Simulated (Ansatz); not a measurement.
Total energies of MgMeF (CH3FMg) from Ansatz at PBE0-D4/def2-TZVP, gas phase (1 Eh = 27.2114 eV = 2625.5 kJ/mol). The reference geometry is relaxed at PBE-D4/def2-TZVP.

```xyz
6

Mg   -0.530    0.564   -1.033
C     0.325   -0.345    0.633
H     0.597   -1.390    0.421
H    -0.370   -0.348    1.486
H     1.239    0.180    0.949
F    -1.260    1.341   -2.456
```

```csv
state,geometry,energy (Eh)
charge 0 singlet,reference,-339.69987
charge 1 doublet,reference,-339.33386
free Mg atom (singlet),–,-199.96078
free C atom (triplet),–,-37.80537
free H atom (doublet),–,-0.50104
free F atom (doublet),–,-99.67617
```

(1) Work out the vertical ionisation energy to the doublet.

(2) What is the binding energy per atom against free atoms?

(1) E(charge 1 doublet) − E(charge 0 singlet) = -339.33386 − (-339.69987) = 0.36601 Eh = 9.96 eV. For comparison, −ε of the highest occupied level is 7.56 eV at this level, 2.40 eV less.

(2) Atoms: 1 × (-199.96078) + 1 × (-37.80537) + 3 × (-0.50104) + 1 × (-99.67617) = -338.94544 Eh. Binding: -338.94544 − (-339.69987) = 0.75443 Eh = 20.53 eV, or 3.42 eV for each of 6 atoms (no zero-point energy, no counterpoise term).
